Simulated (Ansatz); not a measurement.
Cubic perovskite BaTiO3 (cubic high-temperature phase)

These are BLYP in Ansatz (PAW) values and carry that method's errors.

Run with plane-wave cutoff 520 eV, 8×8×8 k mesh, Fermi–Dirac smearing 0.01 eV, no spin polarisation, scalar-relativistic PAW data made under PBE.

Cell: measured lattice: a = 4.0010 Å, b = 4.0010 Å, c = 4.0010 Å, α = 90.00°, β = 90.00°, γ = 90.00°.

For cubic perovskite BaTiO3 (cubic high-temperature phase), the band gap is 1.84 eV and the smallest direct gap on the k points sampled is 1.94 eV.

Measured, for comparison: band gap 3.2 eV (temperature not stated, not corrected to a static lattice; as tabulated in Matsushita et al. (2011), arXiv:1104.2769).

Note: held by symmetry at 0 K, a high-temperature phase can be a saddle point; cell and atoms aren't relaxed at this level (pressure 7.9 GPa).

Spin–orbit coupling is not included.

Static lattice: no zero-point or thermal effects.

Ansatz is a program for electronic structure.
